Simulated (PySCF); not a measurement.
H₂O₂P (charge -1).
Bonds: O1–P2 (double), P2–O3. Hydrogens: H4, H5 on P2.

All values: PBE0/pcSseg-1 (PySCF, non-relativistic), on one gas-phase PBE0-D3(BJ)/def2-SVP geometry that isn't relaxed in the solvent. The solvent is an IEF-PCM continuum (cavity from Bondi-type radii × 1.2). Only the electrostatic response of the medium enters.

Gas phase at PBE0/pcSseg-1: HOMO -1.54 eV, LUMO 6.53 eV.

Question: What does the continuum do to the energy and the frontier levels at PBE0/pcSseg-1 in chloroform and tetrahydrofuran?

Answer: 
```
        solvent      ε  E(solvent) − E(gas) (kcal/mol)  polarisation term (kcal/mol)  distortion of the solute (kcal/mol)  HOMO (eV)  LUMO (eV)
     chloroform  4.711                          -51.18                        -51.97                                 0.79      -5.59       3.03
tetrahydrofuran  7.426                          -56.43                        -57.47                                 1.04      -5.98       2.71
```

The first energy column is the sum of the next two and covers electrostatics alone. From chloroform to tetrahydrofuran the lowering changes by a factor 1.10, Born's factor 1 − 1/ε by 1.10 and ε itself by 1.6.

Question: Which radius a makes Born's formula ΔE = −(q²/2a)(1 − 1/ε) give the value in tetrahydrofuran?

Answer: a = q²(1 − 1/ε)/(2|ΔE|) = 2.55 Å, with q = -1 e and |ΔE| = 0.0899 Eh; the farthest nucleus lies 1.56 Å from the centroid of the nuclei. The formula assumes a point charge at the centre of a sphere.

Question: Which IAO charges (PBE0/pcSseg-1) respond most in chloroform (means over atoms taken as equivalent)?

Answer: 
```json
{"atoms": "H4/H5", "environment": "P–H hydrogen", "gas (e)": "-0.231", "solvent (e)": "-0.202", "change": "+0.029"}
{"atoms": "O1/O3", "environment": "oxygen bonded to P", "gas (e)": "-1.012", "solvent (e)": "-1.037", "change": "-0.025"}
{"atoms": "P2", "environment": "phosphoryl phosphorus", "gas (e)": "+1.486", "solvent (e)": "+1.478", "change": "-0.008"}
```

Question: Which Mayer bond orders change most in chloroform?

Answer: 
```
 bond  length (Å)    gas  solvent  change
O1–P2       1.509  1.677    1.641  -0.036
P2–O3       1.509  1.677    1.641  -0.036
P2–H4       1.469  0.786    0.816  +0.030
P2–H5       1.469  0.786    0.815  +0.029
```

Question: How do the nuclear quadrupole coupling constants eQVzz/h respond in chloroform?

Answer: 
```csv
nucleus,Q (barn),gas (MHz),solvent (MHz),η gas,η solvent
17O at O1,-0.0256,-5.38,-5.36,0.17,0.22
17O at O3,-0.0256,-5.37,-5.35,0.18,0.22
```
